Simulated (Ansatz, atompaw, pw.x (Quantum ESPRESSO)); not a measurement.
## pw.x on diamond Sn: one setting changed

Potential: PAW, atompaw 4.2.0.5, LDA (PW92); core [Kr] 4d10, reference 5s2 5p2; waves: 5s (bound): rc 3.00 bohr; 5s channel at 2.6 Ry: rc 3.00 bohr; 5p (bound): rc 3.00 bohr; 5p channel at 0.2 Ry: rc 3.00 bohr; 5d channel at 0.1 Ry: rc 3.00 bohr; 5d channel at 1.06 Ry: rc 2.35 bohr; local part: bessel scheme, radius 2.75 bohr; core correction: smooth core density matched at 1.50 bohr; augmentation: sinc compensation charge, radius 2.60 bohr; PAW radius 3.00 bohr; waves and projectors: custom rrkj gramschmidtortho.

The reference run (k-mesh 8³, cutoffs 40/400 Ry, Fermi–Dirac 0.01 Ry, mixing_beta 0.4, conv_thr 1e-9, no spin) gives 0.63 GPa at 33.988 Å³/atom, where all-electron LAPW gives 0.00 GPa. This run, with its own iteration cap, changes mixing_beta to 0.1.

```
&control
  calculation='scf', prefix='x', pseudo_dir='./', outdir='./tmp', tstress=.true., disk_io='none'
/
&system
  ibrav=0, nat=2, ntyp=1, ecutwfc=40, ecutrho=400, nbnd=11,
  occupations='smearing', smearing='fd', degauss=0.01
/
&electrons
  conv_thr=1e-09, mixing_beta=0.1, electron_maxstep=50
/
ATOMIC_SPECIES
Sn 1.0 Sn.UPF
CELL_PARAMETERS angstrom
  0.00000000 3.23923063 3.23923063
  3.23923063 0.00000000 3.23923063
  3.23923063 3.23923063 0.00000000
ATOMIC_POSITIONS crystal
Sn 0.0000 0.0000 0.0000
Sn 0.2500 0.2500 0.2500
K_POINTS automatic
8 8 8 0 0 0
```

```bash
pw.x < Sn.scf.in > Sn.scf.out
```

Q: How does the run end?

A: It converges in 22 iterations; the free energy moves by +0.0 meV/atom and the pressure by +0.00 GPa. The result is that of the reference run.

```
Message from routine setup:
     using ibrav=0 with symmetry is DISCOURAGED, use correct ibrav instead
     lattice parameter (alat)  =       8.6568  a.u.
     unit-cell volume          =     458.7248 (a.u.)^3
     number of electrons       =         8.00
     number of Kohn-Sham states=           11
     kinetic-energy cutoff     =      40.0000  Ry
     charge density cutoff     =     400.0000  Ry
     scf convergence threshold =      1.0E-09
     Exchange-correlation= SLA PW NOGX NOGC
     number of k points=    29  Fermi-Dirac smearing, width (Ry)=  0.0100
     iteration #  1     ecut=    40.00 Ry     beta= 0.10
     total energy              =    -646.26457368 Ry
     estimated scf accuracy    <       0.02987627 Ry
     iteration #  2     ecut=    40.00 Ry     beta= 0.10
     negative rho (up, down):  9.177E-05 0.000E+00
     total energy              =    -646.25481414 Ry
     estimated scf accuracy    <       0.02369542 Ry
     iteration #  3     ecut=    40.00 Ry     beta= 0.10
     negative rho (up, down):  1.657E-04 0.000E+00
     total energy              =    -646.25687312 Ry
     estimated scf accuracy    <       0.00011270 Ry
     [... 16 iterations left out ...]
     iteration # 20     ecut=    40.00 Ry     beta= 0.10
     negative rho (up, down):  1.049E-06 0.000E+00
     total energy              =    -646.26553787 Ry
     estimated scf accuracy    <       0.00000002 Ry
     iteration # 21     ecut=    40.00 Ry     beta= 0.10
     negative rho (up, down):  1.024E-06 0.000E+00
     total energy              =    -646.26553786 Ry
     estimated scf accuracy    <          6.5E-09 Ry
     iteration # 22     ecut=    40.00 Ry     beta= 0.10
     negative rho (up, down):  1.011E-06 0.000E+00
     the Fermi energy is     4.0305 ev
!    total energy              =    -646.26553786 Ry
     estimated scf accuracy    <          4.3E-10 Ry
     smearing contrib. (-TS)   =      -0.00123666 Ry
     The total energy is F=E-TS. E is the sum of the following terms:
     one-electron contribution =       5.16745816 Ry
     hartree contribution      =       1.00041939 Ry
     xc contribution           =     -39.04237411 Ry
     ewald contribution        =     -14.08023616 Ry
     one-center paw contrib.   =    -599.30956849 Ry
     convergence has been achieved in  22 iterations
     negative rho (up, down):  1.011E-06 0.000E+00
          total   stress  (Ry/bohr**3)                   (kbar)     P=        6.32
     Message from routine punch:
     Nothing written, as per user request (disk_io='none')
```

The run took about 56 s on one core of a shared host (Intel(R) Xeon(R) Platinum 8259CL CPU @ 2.50GHz, 64 threads, 499 GiB, load 16).
